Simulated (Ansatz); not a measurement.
We consider rock-salt PbS, described by PBE (Ansatz, a quantum-chemistry and plane-wave program, plane waves, PAW).

Total energies, extrapolated to zero smearing (they compare only within this program, potentials and cutoff; free atoms with spin allowed, lowest state found):

```csv
system,energy (eV/atom)
"rock-salt PbS, relaxed",-6404.7860
free Pb atom,-11903.4682
free S atom,-899.0015
```

Problem. Work out the cohesive energy per atom.

Solution. E_coh = [1 × (-11903.4682) + 1 × (-899.0015)]/2 − (-6404.7860) = 3.55 eV/atom. The reference value is 2.98 ± 0.03 eV/atom (worked out here from tabulated enthalpies at 298 K, copied from a table, unchecked, brought to a static lattice with a Debye model, atoms in their spin–orbit ground levels; inputs from the CRC Handbook), not set against a level without spin–orbit coupling.

Spin–orbit coupling is left out; its size isn't shown.

The PAW data were made under PBE.
